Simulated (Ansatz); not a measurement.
# The cluster BaSe2: structure and electronic state

What does the cluster BaSe2 look like as a singlet, and where do its frontier electrons sit?

Computed with Ansatz 0.2.0, Gaussian basis. Level: RKS PBE0-D4/def2-TZVP.

Levels to be run: relaxation at PBE0-D4/def2-TZVP; a search for the lowest solution at PBE0-D4/def2-SVP; a single point at PBE0-D4/def2-TZVP.

3 further runs of the same task are left out: 3 set aside as unsound or not needed.

### Step 1. Where the work starts

3 atoms, charge 0, spin multiplicity 1.

Atoms are counted from 1 here; the program's logs count them from 0.

Bond lengths: Ba1–Se3 2.879 Å, Se2–Se3 2.232 Å. Angles: Ba1–Se3–Se2 111.4°.

Ba takes a core potential in the def2 sets. No spin-orbit coupling is included.

The start is a GFN2-xTB geometry.

### Step 2. Optimising with PBE0-D4/def2-TZVP

File in.yaml:

```yaml
crystal:
  periodic: [false, false, false]
  atoms:
    - {symbol: Ba, position_ang: [-1.601800, -1.336640, 0.961380]}
    - {symbol: Se, position_ang: [1.779660, 0.376700, -0.930270]}
    - {symbol: Se, position_ang: [-0.177860, 0.959940, -0.031110]}
basis:
  gaussian: {orbitals: def2-TZVP}
hamiltonian: {xc: pbe0, dispersion: d4}
scf: {lower_state_search: "off"}
output: {orbitals: {seedname: orbitals}}
relax: {f_tol: 0.02, max_steps: 100}
```

The run is started by

```bash
> ansatz run in.yaml --threads 4 --pin off --events-out ev --progress --plain --max-ram 3916MiB
```

The runs that follow: Searching for the lowest solution, PBE0-D4/def2-SVP; Single point, PBE0-D4/def2-TZVP.

**Question.** What will the summary of the whole plan be? Wanted: point group; commonest bond; HOMO, LUMO at PBE0-D4/def2-TZVP; dipole at PBE0-D4/def2-TZVP.

The runs gave:

```
                       quantity                            value
                    point group                              C2v
                 commonest bond  Ba–Se, 2 of mean length 2.851 Å
HOMO, LUMO at PBE0-D4/def2-TZVP                  -4.36, -1.83 eV
    dipole at PBE0-D4/def2-TZVP                          11.91 D
```

What this shows: The molecule keeps its bonding pattern by the stored test; the atoms moved 0.67 Å (rms), and the angle Ba1–Se3–Se2 went from 111° to 65°. No usable vibrations, so a minimum isn't proven. Whether this spin is the lowest isn't tested here.
